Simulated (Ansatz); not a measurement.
# Scan of [BH2···H···BH2], doublet

Starting geometry:

```xyz
7

B    -1.3317    0.0000    0.0000
H    -1.9284    1.0336    0.0000
H    -1.9284   -1.0336    0.0000
H    -0.1382    0.0000    0.0000
B     1.3563    0.0000    0.0000
H     1.8654    0.0000    1.0770
H     1.8654    0.0000   -1.0770
```

From there H4 is moved from one fragment to the other while all else, the fragments' distance too, stays fixed, so the hump isn't the reaction's barrier; atoms are numbered as listed. Energies are in kcal/mol, counted from the starting geometry at the same level.

Basis cc-pVDZ; Ansatz 0.2.0. Only valence electrons are correlated (noble-gas cores frozen). Prefix R: restricted or restricted open-shell reference; prefix U: unrestricted.

The reference follows the lowest state, whose symmetry changes along the scan.

Full CI isn't at hand for all of this; UCCSDT(Q) serves as the reference, and is uncertain by about the last step of the cluster series. The frozen core follows each run's orbitals, which can shift R against U totals by a few meV.

```csv
distance B1-H4 (Å),RHF
1.110,3.7
1.194,0.0
1.240,0.0
1.286,1.1
1.333,3.4
1.379,5.8
1.425,4.8
1.472,4.8
1.518,6.1
```

Problem. Estimate the UCCSDT(Q) curve in cc-pVDZ from this one, knowing how RHF errs.

Solution. The computed UCCSDT(Q) values, in kcal/mol from the starting point, and the error of RHF against them:
| distance B1-H4 (Å) | UCCSDT(Q) | RHF less UCCSDT(Q) |
| --- | --- | --- |
| 1.110 | 5.0 | -1.3 |
| 1.194 | 0.0 | 0.0 |
| 1.240 | -0.8 | 0.8 |
| 1.286 | -0.4 | 1.5 |
| 1.333 | 1.1 | 2.2 |
| 1.379 | 3.5 | 2.3 |
| 1.425 | 3.1 | 1.7 |
| 1.472 | 3.8 | 1.0 |
| 1.518 | 5.8 | 0.3 |

The error spans 3.6 kcal/mol and is largest, 2.3 kcal/mol, at 1.379 Å.
